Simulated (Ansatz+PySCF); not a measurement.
A calculation with Ansatz (development build ahead of 0.2.0).

```yaml
crystal:
  periodic: [false, false, false]
  atoms:
    - { symbol: "N", position_ang: [0.0, 0.0, 0.0] }
    - { symbol: P, position_ang: [0.85901, 1.14534, 2.47973] }
basis:
  gaussian: { orbitals: STO-3G }
magnetization:
  initial_magnetization: 2
hamiltonian:
  xc: hf
correlation:
  method: fci
  frozen_orbitals: { "N": 1, P: 5 }
```

The input is written out in the form of the current development build from the run's settings.

The run gave:

* Converged: yes
* Total energy: -390.59058 hartree
* State: lowest triplet root, of any spatial symmetry
